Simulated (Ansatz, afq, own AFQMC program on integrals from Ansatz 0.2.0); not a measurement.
Breaking Si1–P2 in SiPH₅, singlet

```yaml
atoms:
  - { symbol: Si, position_ang: [-0.6313, -0.3589, -0.3893] }
  - { symbol: P, position_ang: [1.0936, -0.0115, 1.0412] }
  - { symbol: H, position_ang: [-1.8574, -0.6227, 0.4221] }
  - { symbol: H, position_ang: [-0.3185, -1.5717, -1.2034] }
  - { symbol: H, position_ang: [-0.8968, 0.7884, -1.3105] }
  - { symbol: H, position_ang: [0.6451, 1.2925, 1.4175] }
  - { symbol: H, position_ang: [1.9653, 0.4839, 0.0224] }
```

Products: SiH$_{3}$ (doublet; SiH3) and PH$_{2}$ (doublet), each relaxed with PBE0/def2-SVP like the molecule; electronic energies without zero-point terms. Determinants: RHF, UHF and UHF in that order.

Basis def2-TZVP. Noble-gas cores (and the filled d shells of Ga–Kr and In–Xe) are frozen. Integrals, coupled cluster, full CI and functionals: Ansatz 0.2.0; the random walks run on the same integrals in our own AFQMC program. ph-AFQMC/CISD is guided by a CISD state made of CCSD amplitudes; releasing the constraint for a short imaginary time cuts its bias at the price of noise, slowly where states lie close. ± is one standard error of the sampling. The errors of all members are added in quadrature.

No full CI on the walks' own integrals is used here; CCSDT(Q) serves as the reference and is uncertain by about the last step of the cluster series. Each member takes its own surest rung, up to full CI.

The best estimate is CCSD(T) at the basis-set limit (CBS: def2-TZVPP and def2-QZVPP, with their diffuse functions for anions and beside diffuse sets, CCSD(T) itself extrapolated) plus the step from CCSD(T) to CCSDT(Q) in def2-TZVP. Rows without CBS are in def2-TZVP; B2PLYP and the wave-function rows carry a basis error of their own. Core correlation and relativity beyond core potentials are missing, and ± holds the sampling alone.

Best estimate: 75.0 kcal/mol.

```tsv
level	bond energy (kcal/mol)	error against the best estimate (kcal/mol)
HF	49.4	-25.6
MP2	73.3	-1.7
CCSD	69.2	-5.8
CCSD(T)	71.2	-3.8
CCSDT	71.0	-4.0
CCSDT(Q)	71.2	-3.8
ph-AFQMC/CISD	71.4 ± 0.1	-3.6 ± 0.1
released AFQMC	71.3 ± 0.1	-3.6 ± 0.1
HF/CBS	49.3	-25.7
MP2/CBS	77.3	2.3
CCSD(T)/CBS	75.0	0.0
PBE	72.1	-2.9
r2SCAN	69.8	-5.2
PBE0	71.8	-3.2
B3LYP	68.6	-6.4
wB97M-V	75.9	0.9
B2PLYP	70.6	-4.4
```

Correlation beyond CCSD(T) changes it by less than 2 meV. Going to the basis-set limit adds 3.8 kcal/mol at CCSD(T). The perturbative (T) step is worth +2.0 kcal/mol. The functionals spread over 7.3 kcal/mol; wB97M-V comes nearest and B3LYP is 6.4 kcal/mol too low.

Best estimates are given only where the step beyond CCSD(T) is under 0.3 eV and no member's determinant is very poor (T1 over 0.05, or 0.07 for open shells, ⟨S²⟩ too high by 0.3, two states mixed), so the hardest cases are missing from such tables.

The functionals ran in a triple-zeta set and keep a basis error of their own, a few kJ/mol for each bond in atomization energies and more for double hybrids, so close places among them and the extrapolated levels can swap.

CCSDT and higher add their correlation energy to the determinant of the CCSD(T) run, since their own runs factorise the integrals more tightly (a shift of under 2 meV). Each member of a difference takes its own highest rung, so a best estimate needn't equal the limit plus the step of one row. Released energies are given only where the last usable release times agree within the noise; a slower fall can still hide under it.
